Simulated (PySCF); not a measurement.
Methane, CH4.
SMILES: `C`

The closed-shell ground state was solved at several levels (PySCF, density fitting, gas phase, non-relativistic). Isolated species at its GFN2-xTB geometry, gas phase. The dipole stays under 0.02 D at every level.

| level | basis functions | total energy (Eh) | HOMO (eV) | LUMO (eV) | gap (eV) |
| --- | --- | --- | --- | --- | --- |
| B3LYP/def2-SVPD | 52 | -40.4902 | -10.79 | 0.66 | 11.45 |
| PBE0/def2-SVPD | 52 | -40.4300 | -11.02 | 1.00 | 12.02 |
| PBE0/pcSseg-1 | 37 | -40.4526 | -11.02 | 1.98 | 13.00 |

Question: What might B3LYP/pcJ-1 (67 basis functions) give for the same quantities?

Answer: Total energy -40.5257 Eh, HOMO -10.81 eV, LUMO 1.64 eV, gap 12.45 eV.

Question: Over all these levels, which gives the widest orbital gap and which the narrowest?

Answer: PBE0/pcSseg-1 (global hybrid, 25 % exact exchange) has the widest, 13.00 eV, and B3LYP/def2-SVPD (global hybrid, 20 % exact exchange) the narrowest, 11.45 eV. Functional and basis both differ between the two, so the spread mixes both effects.
